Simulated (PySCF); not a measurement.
Compound: C₅H₃Cl.
Geometry (PBE0-D3(BJ)/def2-SVP, Å), atoms numbered from 1 in this order:
```xyz
9
C5H3Cl angstrom
C     -0.1691    3.1163    1.3581
C     -0.0698    2.0629    0.7578
C      0.0375    0.8761    0.0810
C      0.1326   -0.1770   -0.5232
C      0.2586   -1.4248   -1.2409
Cl    -1.3301   -2.1940   -1.5714
H     -0.2600    4.0469    1.8877
H      0.8538   -2.1482   -0.6645
H      0.7502   -1.2682   -2.2121
```

Computed with EOM-IP-CCSD/aug-cc-pVDZ in PySCF, restricted Hartree–Fock reference, 10 core orbitals frozen, non-relativistic, gas phase, PBE0-D3(BJ)/def2-SVP geometry.

Hartree–Fock orbital energies give these Koopmans values (eV): HOMO 9.94, HOMO-1 9.99, HOMO-2 12.29, HOMO-3 12.47, HOMO-4 13.29, HOMO-5 13.39, HOMO-6 15.95, HOMO-7 17.84.

Question: What vertical ionisation energies does EOM-IP-CCSD give?

Answer: 
| leading hole (HF orbital) | Koopmans (eV) | EOM-IP-CCSD (eV) | change (eV) | one-hole share |
| --- | --- | --- | --- | --- |
| HOMO | 9.94 | 9.91 | -0.03 | 0.96 |
| HOMO-1 | 9.99 | 9.97 | -0.02 | 0.96 |
| HOMO-2 | 12.29 | 11.36 | -0.93 | 0.95 |
| HOMO-3 | 12.47 | 11.47 | -1.00 | 0.95 |
| HOMO-4 | 13.29 | 12.62 | -0.67 | 0.94 |
| HOMO-5 | 13.39 | 12.65 | -0.74 | 0.93 |
| HOMO-6 | 15.95 | 14.96 | -0.99 | 0.94 |
| HOMO-7 | 17.84 | 16.26 | -1.58 | 0.93 |

Question: Does the order of the lines follow the orbital energies?

Answer: Yes, no two lines change places. The corrections run from -1.58 to -0.02 eV, with a mean of -0.74 eV over the 8 lines; no line lies above its Koopmans value.

Question: At what kinetic energies would He I light (21.22 eV) eject these electrons?

Answer: 11.31 eV (HOMO), 11.25 eV (HOMO-1), 9.86 eV (HOMO-2), 9.75 eV (HOMO-3), 8.60 eV (HOMO-4), 8.57 eV (HOMO-5), 6.26 eV (HOMO-6), 4.96 eV (HOMO-7).

Lines less than 0.15 eV apart could change places at a higher level. One root was sought for each valence orbital with −ε under 21 eV, eight at most, so deeper holes and satellites are missing; no vibrational structure.
